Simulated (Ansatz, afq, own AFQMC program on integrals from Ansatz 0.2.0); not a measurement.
**AlNH3, doublet → AlNH3⁺, singlet, worked out**

```yaml
atoms:
  - { symbol: Al, position_ang: [0.0000, -0.1040, 0.6488] }
  - { symbol: N, position_ang: [0.0000, 0.0875, -1.1147] }
  - { symbol: H, position_ang: [0.0000, 1.2565, 1.4988] }
  - { symbol: H, position_ang: [0.0000, 0.9771, -1.5913] }
  - { symbol: H, position_ang: [0.0000, -0.6657, -1.7833] }
```

Connectivity, by distances: AlH–NH2.

Both states at this geometry.

Basis cc-pVDZ. Noble-gas cores (and the filled d shells of Ga–Kr and In–Xe) are frozen. Integrals, coupled cluster, full CI and functionals: Ansatz 0.2.0; the random walks run on the same integrals in our own AFQMC program. The CISD trial takes its coefficients from CCSD amplitudes. Released means that phaseless walkers are propagated on without the constraint, phases kept. Error bars are statistical, one sigma.

Total energies in eV. CBS is CCSD(T) at the limit of def2-TZVPP/QZVPP (extrapolated itself); the highest rung of each member is named.

Cautions: AlNH₃ (doublet): the released energies move by 1.5 errors or more from one time to the next, so no released level is given (meV from the phaseless value at times in 1/Eh: 1 ± 4 at 0.24, -7 ± 4 at 0.51, -6.7 ± 2.1 at 0.99, 3 ± 3 at 1.62, -4 ± 4 at 2.40), though the last usable value meets CCSDT(Q) within the noise; AlNH₃⁺ (singlet): raised T1 diagnostic (T1 0.021, weight of the determinant 0.89, largest double 0.07), the released energies are still falling, so no released level is given (meV from the phaseless value at times in 1/Eh: -6 ± 4 at 0.24, -4 ± 4 at 0.51, -10 ± 5 at 0.99, -10 ± 4 at 1.62, -16 ± 6 at 2.40).

```tsv
member	count	CCSD(T)/cc-pVDZ	highest rung in cc-pVDZ	which	CCSD(T)/CBS
AlNH₃⁺, singlet	+1	-8111.2958	-8111.3284	CCSDTQ	-8114.7900
AlNH₃, doublet	-1	-8118.8611	-8118.8952	CCSDT(Q)	-8122.5328
```

Question: Work out the best estimate of the vertical ionization energy: the CCSD(T)/CBS difference plus the step from CCSD(T) to the highest rung.

Answer: Sums with the counts: CCSD(T)/CBS 7.7428 eV, highest rung 7.5668 eV, CCSD(T)/cc-pVDZ 7.5653 eV. The step is 7.5668 − 7.5653 = 0.0015 eV, so the best estimate is 7.7428 + (0.0015) = 7.7443 eV = 747.2 kJ/mol. The basis set is worth 0.178 eV of it. Zero-point, core-correlation and spin–orbit terms aren't in it. Past Ne the Hartree–Fock part of each CBS total tends to overshoot, since the cores don't follow the formula; that largely cancels in the difference.

Best estimates are given only where the step beyond CCSD(T) is under 0.3 eV and no member's determinant is very poor (T1 over 0.05, or 0.07 for open shells, ⟨S²⟩ too high by 0.3, two states mixed), so the hardest cases are missing from such tables.

CCSDT and higher add their correlation energy to the determinant of the CCSD(T) run, since their own runs factorise the integrals more tightly (a shift of under 2 meV). Each member of a difference takes its own highest rung, so a best estimate needn't equal the limit plus the step of one row.
